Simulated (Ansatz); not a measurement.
Gas-phase reaction in SMILES: [O+]([O-])=O -> O=[O+][O-] as doublet, charge -1 (an electron is taken up)

Property: adiabatic electron affinity (0 K, with zero-point energies), in eV. Positive where the reaction releases energy. Conventions: LANL2DZ all-electron up to Ne; 6-311+G** with 5d; frozen cores in correlated levels; six Cartesian d functions in 6-31G* and its kin unless marked 5d; spin-orbit terms left out; UHF or UKS for open shells; non-relativistic. Ab initio and DFT rows: single points at B3LYP-D3(BJ) geometries (Ansatz, an electronic-structure program), with unscaled harmonic terms from B3LYP/6-31G* at its own minima. Anions need diffuse functions, which STO-3G, LANL2DZ, def2-SVP, cc-pVDZ and Pople sets without + lack. The Hartree-Fock reference of O=[O+][O-] is unstable towards a lower, spin-broken solution.

```tsv
level	program	adiabatic electron affinity (0 K, with zero-point energies) (eV)
MP2/STO-3G	Ansatz	-5.59
MP2/3-21G	Ansatz	0.45
MP2/LANL2DZ	Ansatz	1.60
MP2/6-31G*	Ansatz	0.54
MP2/6-311+G**	Ansatz	1.27
```

No value to compare with is used here. The 5 habitual levels span -5.59 (MP2/STO-3G) to 1.60 eV (MP2/LANL2DZ).

The sets are all those run for this method; runs whose electronic state is in doubt are left out.
